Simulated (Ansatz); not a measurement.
We consider rock-salt HfN, described by r²SCAN+rVV10 in Ansatz (plane waves, PAW).

Numerical settings: plane-wave cutoff 500 eV, 16×16×16 k mesh, Fermi–Dirac smearing 0.05 eV, scalar-relativistic PAW data made under PBE.

Computed at the level's own relaxed cell.

### Question
What does this level give for the volume per atom and equilibrium lattice constant a?

### Answer

volume per atom: 11.50 Å³/atom
equilibrium lattice constant a: 4.515 Å

Measured, for comparison: equilibrium volume per atom 11.57 Å³/atom, lattice constant a 4.524 Å (room temperature, no zero-point or thermal correction; as tabulated in Seo, Lee, Wen, Petrov, Greene, Gall, J. Appl. Phys. 96, 878 (2004)). Computed (rounded) less measured: equilibrium volume per atom -0.6 %, lattice constant a -0.2 %. A static lattice is as a rule a little smaller and stiffer than an uncorrected measurement, which narrows the difference in the equilibrium volume per atom and would widen misses of the other sign.

Spin–orbit coupling is not included.

Computed values are for the static lattice.

The result took around 40 core-seconds (rough).

Ansatz is a first-principles code.
